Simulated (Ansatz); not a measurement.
SiS₂⁻. Charge -1, multiplicity 4. Geometry PBE-D4/def2-TZVPD; atoms count from 1.

```xyz
3

Si   -0.209    0.545   -0.659
S    -0.079    0.972    1.415
S     0.288   -1.516   -0.756
```

The highest occupied level of the charge -1 quartet lies above zero (up to 0.74 eV). It is a level of α spin, whose loss leaves a triplet; that state wasn't run at this geometry and level. The electron is either unbound and held by the finite basis, or the level is raised by self-interaction error. At PBE0-D4/def2-TZVPD a doublet of charge -1 lies 2.77 eV below the quartet, each at its own geometry. The structure comes from a short search, and lower isomers may exist.

(1) Estimate the Mulliken populations from the PBE0/def2-TZVPD orbitals of Ansatz.

(2) Where does the spin sit?

(3) And the Mayer bond orders between bonded heavy atoms (over 0.3)?

Results:

(1) 
```
atom  charge (e)  spin (α − β)
 Si1       -0.08          1.29
  S2       -0.46          0.85
  S3       -0.46          0.85
```
Mulliken values and Mayer orders depend strongly on the basis. With diffuse functions, as here, like atoms can get unlike values, and bond orders can come out too low or too high.

(2) Summed by element: Si 1.29, S 1.71, of 3 unpaired in all. Largest on single atoms: Si1 1.29, S2 0.85, S3 0.85.

(3) Si1–S2 1.37 (2.12 Å); Si1–S3 1.37 (2.12 Å). Values over 0.3 also appear between atoms too far apart for a bond (S2–S3 0.37 at 3.32 Å); they arise where an orbital or an unpaired electron spreads over both atoms.
